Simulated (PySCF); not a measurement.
# SiC: mean field, correlation and small terms against distance

State: ³Π, triplet, unpaired electrons σ ↑, π ↑. ROHF-based CCSD(T) in PySCF 2.14 with Si cc-pV(T+d)Z, C cc-pVTZ and Si cc-pV(Q+d)Z, C cc-pVQZ (frozen core orbitals: 6; no relativity). Correlation energies are extrapolated as n⁻³ (n = 3, 4), Hartree–Fock as (n+1)·exp(−9√n). CV is the change on freezing 1 orbitals instead, in Si cc-pwCVTZ, C cc-pwCVTZ. SR is the spin-free X2C energy in Si cc-pVTZ-DK, C cc-pVTZ-DK less the non-relativistic one in Si cc-pVTZ, C cc-pVTZ. All energies in eV from Si + C.

```tsv
R (Å)	HF/CBS	CCSD corr.	(T)	CV	SR	total
1.5123	-1.726	-1.518	-0.2163	-0.0720	0.0013	-3.531
1.5810	-2.192	-1.587	-0.2398	-0.0547	0.0037	-4.070
1.6498	-2.374	-1.663	-0.2649	-0.0407	0.0052	-4.338
1.7185	-2.352	-1.745	-0.2910	-0.0294	0.0061	-4.411
1.7872	-2.185	-1.829	-0.3173	-0.0204	0.0065	-4.346
1.8732	-1.846	-1.932	-0.3492	-0.0116	0.0064	-4.132
1.9591	-1.430	-2.022	-0.3786	-0.0050	0.0060	-3.829
```

A fit to the total gives Re = 1.7163 Å, De = 4.412 eV, ωe = 976.7 cm⁻¹, Be = 0.6814 cm⁻¹ (masses 27.9769 and 12.0000 u).

**Question.** At R = 1.7185 Å the CCSD correlation energy is -0.228146 hartree in the smaller basis and -0.237778 in the larger. Extrapolate it.

**Answer.** (4³·E4 − 3³·E3)/(4³ − 3³) = -0.24481 hartree; the larger basis holds 97.1 % of it.

The T1 diagnostic is 0.055, large enough to doubt a single reference. The state was picked by a PBE0 search and need not be the measured ground state. Spin–orbit coupling, excitations beyond (T) and corrections to the Born–Oppenheimer picture are left out.
